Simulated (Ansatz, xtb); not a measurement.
# Isomers of BH3PSi+ in order of energy

3 gas-phase structures of BH3PSi+, found in a search over its isomers (lower ones may exist). Each was relaxed with GFN2-xTB:

A. `[SiH2+]B=P`, a singlet
B. a singlet given by its coordinates
C. a singlet given by its coordinates

B (Å):

| atom | x (Å) | y (Å) | z (Å) |
| --- | --- | --- | --- |
| B | -2.3339 | 1.6459 | 0.1264 |
| P | -2.7916 | 0.0664 | 0.5716 |
| Si | -1.4981 | -0.7135 | 2.0955 |
| H | -2.2283 | 2.6901 | -0.3404 |
| H | -0.3411 | -0.2024 | 2.8304 |
| H | -1.8418 | -2.0684 | 2.5041 |

Close contacts (Å): B1–P2 1.70, P2–Si3 2.15, B1–H4 1.15, Si3–H5 1.46, Si3–H6 1.46.

C (Å):

```yaml
atoms:
  - { symbol: B, position_ang: [0.8015, -0.5601, -1.7107] }
  - { symbol: P, position_ang: [-0.7040, -1.2176, -0.8221] }
  - { symbol: Si, position_ang: [-0.1952, -1.1442, 1.1848] }
  - { symbol: H, position_ang: [0.7359, -0.5277, -2.8743] }
  - { symbol: H, position_ang: [0.1600, -1.1013, 2.6067] }
  - { symbol: H, position_ang: [1.7688, -0.1940, -1.1771] }
```

Close contacts (Å): B1–P2 1.87, P2–Si3 2.07, B1–H4 1.17, B1–H6 1.16, Si3–H5 1.47.

**Question.** Make a reasoned guess at their ranking by r2SCAN-D4/def2-SVP single-point energy.

**Answer.** Calculated order at r2SCAN-D4/def2-SVP: B (0.000), C (0.828), A (0.889) eV.

Energies above the lowest of each column, in eV:

| structure | GFN2-xTB | HF/STO-3G | r2SCAN-D4/def2-SVP |
| --- | --- | --- | --- |
| B | 0.414 | 0.000 | 0.000 |
| C | 0.000 | 0.637 | 0.828 |
| A | 0.862 | 0.963 | 0.889 |

r2SCAN-D4/def2-SVP puts B lowest; GFN2-xTB picks C. Some further structures that were screened fall inside this span and aren't listed. Flexible structures stand in one conformer each, not always the lowest. No reliable frequencies are at hand for these structures.

Programs: Ansatz 0.2.0, xtb 6.7.1.
